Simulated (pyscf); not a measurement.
H₃C–GeH₃ + CH₃• → H₃C–CH₃ + GeH₃•, a substitution at C (doublet surface; C–Ge broken, C–C formed). Optimised with ωB97X-D3(BJ)/def2-SVP in PySCF. Energies in kcal/mol from the separated reactants.

Small-basis levels: PySCF, no dispersion term, spherical d functions. AM1 to PM7: differences of heats of formation from MOPAC, which are fitted to 298 K values and so differ in kind from electronic energies by zero-point and thermal terms. GFN2-xTB: tblite. Open shells are spin-unrestricted. 

```
level                   barrier  reaction energy
----------------------  -------  ---------------
HF/STO-3G                  64.9             -1.9
MP2/6-31G*+LANL2DZ         40.2            -20.3
BP86/6-31G*+LANL2DZ        23.9            -19.2
PBE/6-31G*+LANL2DZ         22.3            -20.5
B3LYP/STO-3G                ___             -5.4
B3LYP/3-21G                31.6             -9.2
B3LYP/6-31G*+LANL2DZ       30.2            -18.3
M06-2X/6-31G*+LANL2DZ      31.4            -14.6
PBE/def2-SVP                ___            -18.2
GFN2-xTB                   18.7            -27.4
AM1                        17.6            -25.1
PM3                        20.3            -17.9
ωB97M-D3(BJ)/def2-TZVP      ___            -15.4
```

Problem. Complete the blanks.

Solution. 
- B3LYP/STO-3G, barrier: 44.1
- PBE/def2-SVP, barrier: 24.1
- ωB97M-D3(BJ)/def2-TZVP, barrier: 33.2

Against the last row the barrier runs from -15.7 (AM1) to +31.7 kcal/mol (HF/STO-3G). ωB97M-D3(BJ)/def2-TZVP has limits of its own. The same reactants have a lower exit, to H₃C–GeH₂• + CH₄ (barrier +5.4 kcal/mol at ωB97M-D3(BJ)/def2-TZVP, against +33.2 kcal/mol here). One saddle was located; it need not be the lowest between these sides. The angle at the attacked C is 180°. In the def2 sets elements up to Kr have no core potential.
